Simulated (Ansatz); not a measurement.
# CH4BCl: the cost of one run

All numbers below are computed with Ansatz 0.2.0 (RKS PBE/cc-pVDZ).

## 1. The system as given

Bond lengths: B1–H2 1.190 Å, B1–Cl3 1.860 Å, B1–C4 1.600 Å, C4–H5 1.110 Å, C4–H6 1.110 Å, C4–H7 1.110 Å. Angles: H2–B1–Cl3 120.0°, H2–B1–C4 120.0°, Cl3–B1–C4 120.0°, B1–C4–H5 109.5°, B1–C4–H6 109.5°, B1–C4–H7 109.5°, H5–C4–H6 109.4°, H5–C4–H7 109.4°, H6–C4–H7 109.4°.

Structure file:

```xyz
7

B     0.0000    0.0000    0.0000
H     0.0000    0.0000    1.1900
Cl    1.6108    0.0000   -0.9300
C    -1.3856    0.0000   -0.8000
H    -1.9458   -0.9305   -0.5708
H    -1.9898    0.8797   -0.4946
H    -1.1839    0.0508   -1.8903
```

## 2. Relaxing the start

The input, input.yaml:

```yaml
crystal:
  periodic: [false, false, false]
  atoms:
    - { symbol: B, position_ang: [0.0, 0.0, 0.0] }
    - { symbol: H, position_ang: [0.0, 0.0, 1.19] }
    - { symbol: Cl, position_ang: [1.6108, 0.0, -0.93] }
    - { symbol: C, position_ang: [-1.3856, 0.0, -0.8] }
    - { symbol: H, position_ang: [-1.9458, -0.9305, -0.5708] }
    - { symbol: H, position_ang: [-1.9898, 0.8797, -0.4946] }
    - { symbol: H, position_ang: [-1.1839, 0.0508, -1.8903] }
basis:
  gaussian: { orbitals: cc-pVDZ }
hamiltonian:
  xc: pbe
relax:
  f_tol: 0.02
  max_steps: 40
```

The run is started by

```bash
$ ansatz run input.yaml --threads 1 --pin off --max-ram 2048MiB --backend cpu --events-out ev --progress --plain --runs-dir out
```

Q: Estimate wall time and peak memory on 1 thread of Arm Neoverse V1, shared host.

About 9.4 s, with a peak of 0.13 GiB.
